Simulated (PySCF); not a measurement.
Static response to an electric field

C5H6S.
Structure used (GFN2-xTB), in Å, numbered top down from 1:
```xyz
12
C5H6S angstrom
C     -1.0004    1.3868    1.2692
C     -0.8663    0.4949    0.4756
C     -0.6562   -0.5440   -0.4525
C     -1.6573   -1.2149   -1.0244
S      1.0324   -0.9482   -0.8515
C      1.9680    0.2481    0.1428
H     -1.1547    2.1580    1.9635
H     -2.6828   -0.9850   -0.7946
H     -1.4648   -2.0032   -1.7299
H      3.0154    0.0551   -0.0686
H      1.7628    0.0925    1.1975
H      1.7052    1.2592   -0.1532
```

Level: PBE0/def2-SVPD (PySCF), static field, nuclei fixed, core orbitals frozen in the response. The polarisability tensor in these axes (au):

```
x   92.01  4.62  2.92
y    4.62 79.67 23.36
z    2.92 23.36 73.68
```

Q: What are the eigenvalues, a third of the trace, and Δα (Δα² = ½Σ(αi − αj)² over the three pairs)?

A: Principal values 53.10, 89.34 and 102.91 au; mean 81.78 au = 12.12 Å³ = 13.48 × 10⁻⁴⁰ C²·m²/J; Δα = 44.60 au (55 % of the mean).

Q: What is the dipole moment, and where does it point?

A: (0.26, 1.11, 0.94) D, 1.47 D in size, pointing from the negative to the positive side. Measured along this direction, the outermost atoms are H9 at the negative end and H7 at the positive end.

Q: Estimate the molar refractivity from the static electronic polarisability.

A: Lorentz–Lorenz: R = (4π/3)N_A α = 2.5225 cm³/(mol·Å³) × 12.12 Å³ = 30.6 cm³/mol, in the limit of long wavelengths.

Q: Refractivity n − 1 of an ideal gas of it at 350 K and 1 atm, from the electronic α?

A: N = p/kT = 2.0968 × 10¹⁹ cm⁻³, so n − 1 = 2π × N × 12.12 × 10⁻²⁴ cm³ = 1597 × 10⁻⁶ at long wavelengths.

Q: Sum over states: ᾱ = Σ f/ω², ω in Eh. What share falls to these 6 lowest TDDFT singlets (eV, f)? 4.54, 0.1229; 4.94, 0.0009; 5.52, 0.0000; 5.65, 0.0000; 5.84, 0.1140; 5.88, 0.0067.

A: They add up to 7.07 au, 8.6 % of the 81.78 au; the largest single term is 4.42 au, from the state at 4.54 eV. Terms in order: 4.42, 0.03, 0.00, 0.00, 2.48, 0.14 au. Higher excitations give the rest. The strengths listed sum to 0.245.

Q: Orientational against electronic polarisability at 250 K (dilute gas, rigid molecules)?

A: In Gaussian units μ²/3kT = 21.01 Å³ against 12.12 Å³, a ratio of 1.73; the Debye molar polarisation (4π/3)N_A(α + μ²/3kT) is 83.6 cm³/mol, leaving out the vibrational part.

The structure is a single GFN2-xTB conformer in the gas phase; no vibrational or solvent corrections.

These values come from a run that also computed excited states. On Arm Neoverse V1, one thread, shared host, this took 21 s of wall time and 0.72 GiB of memory at its peak.
